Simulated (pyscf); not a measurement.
O=CH–GeH₂• (SMILES O=[CH][GeH2]) -> [O=C=GeH]• (SMILES O=[C]=[GeH]) + H₂ (SMILES [H][H]) (elimination; doublet surface; Ge–H, C–H broken, H–H formed). Single points on ωB97X-D3(BJ)/def2-SVP structures (PySCF, gas phase). Energies in eV from the reactant's lowest minimum found.

| level | barrier | reaction energy |
|---|---|---|
| PBE/def2-TZVP | 1.49 | +0.18 |
| r²SCAN/def2-TZVP | 1.68 | +0.22 |
| B3LYP-D3(BJ)/def2-TZVP | 1.62 | +0.11 |
| M06-2X/def2-TZVP | 1.87 | +0.18 |
| ωB97M-D3(BJ)/def2-TZVP | 1.70 | +0.14 |
| HF/def2-TZVP | 2.45 | +0.31 |

The functionals in the table span 0.38 eV in this barrier, from PBE to M06-2X. One saddle was located; it need not be the lowest between these sides. Elements up to Kr have no core potential and no relativistic terms here.
